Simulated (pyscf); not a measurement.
Thermochemistry of product channels of `[F][SiH2]` [doublet] on the doublet surface, in kJ/mol, from CCSD(T)/def2-TZVPP + ΔMP2(QZVPP) energies (ideal gas, 1 atm, RRHO with modes under 100 cm⁻¹ raised to 100, one conformer, R ln 2 for rigid chiral ones). PySCF, gas phase, ωB97X-D3(BJ)/def2-SVP geometries. Correlated levels are frozen-core, on RHF or UHF. ΔMP2 is the change of the MP2 total energy from the triple- to the quadruple-zeta basis.

```csv
products,ΔE,ΔH(298 K),ΔG(900 K),ΔG(1200 K)
`[SiH2]` [singlet] + `[F]` [doublet],+531.2,+521.3,+421.0,+386.9
`[F][SiH]` [singlet] + `[H]` [doublet],+262.1,+243.8,+146.2,+111.9
```

These are energies of the channels, which say nothing of barriers. The CCSD(T) − MP2 part came from Ansatz, without density fitting, on the same reference. Left out: orbital degeneracy and the spin-orbit lowering of F.
